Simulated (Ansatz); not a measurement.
The input, for Ansatz 0.2.0:

```yaml
crystal:
  periodic: [false, false, false]
  atoms:
    - {symbol: P, position_ang: [0.046267, 0.000000, -0.008357]}
    - {symbol: H, position_ang: [0.139998, 0.000000, -1.232775]}
    - {symbol: H, position_ang: [-0.861990, 1.078238, -0.008357]}
    - {symbol: H, position_ang: [-0.861990, -1.078238, -0.008357]}
    - {symbol: H, position_ang: [0.162217, 0.000000, 1.506311]}
basis:
  gaussian: {orbitals: 6-31G}
magnetization: {spin_polarized: false, initial_magnetization: 1}
correlation: {method: fci, electrons: outside_noble_gas}
```

```sh
$ ansatz run in.yaml --threads 1 --pin off --events-out ev --progress --plain --max-ram 2393MiB
```

Output:

```
451 factors; integrals over basis functions are off by at most 1.3e-7 eV
mean field evaluation 1: about -9328.3397 eV, gradient 8.9e0 eV
mean field evaluation 2: about -9328.3448 eV, gradient 8.9e0 eV
mean field evaluation 4: about -9328.7748 eV, gradient 3.7e-1 eV
mean field evaluation 8: about -9328.7775 eV, gradient 1.4e-6 eV
mean field -9328.77754203 eV, -342.8262513972 hartree, gradient 2.4e-6 eV, S^2 0.750000; 0 other end points of the search recorded, 0 dependent functions left out
mean field evaluation 16: about -9328.9037 eV, gradient 6.8e-1 eV
5 core orbitals not correlated: weight in the atoms' cores, before any rotation towards them, 1.000 or more for the frozen orbitals, at most 0.000 for the correlated occupied ones
reference -9328.77754203 eV, -342.8262513972 hartree; 5, 4 occupied and 11, 12 virtual orbitals, 451 factors
state -9331.38087849 eV, -342.9219222473 hartree
Total energy: -9331.38087849 eV, -342.9219222473 hartree
```

Ran on 1 thread of Intel Xeon Platinum 8259CL, shared host: 28 s wall, 0.49 GiB peak host memory.
